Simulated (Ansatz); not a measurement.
## Ansatz (development build ahead of 0.2.0) run

```yaml
crystal:
  periodic: [false, false, false]
  atoms:
    - { symbol: Si, position_ang: [0.0, 0.0, 0.0] }
    - { symbol: P, position_ang: [1.24961, 1.66614, 3.6073] }
basis:
  gaussian: { orbitals: STO-3G }
total_charge: 1
magnetization:
  initial_magnetization: 2
hamiltonian:
  xc: hf
correlation:
  method: fci
  frozen_orbitals: { P: 5, Si: 5 }
```

The input is written out in the form of the current development build from the run's settings.

Results

* Converged: yes
* Total energy: -622.22692 hartree
* State: lowest triplet root, of any spatial symmetry
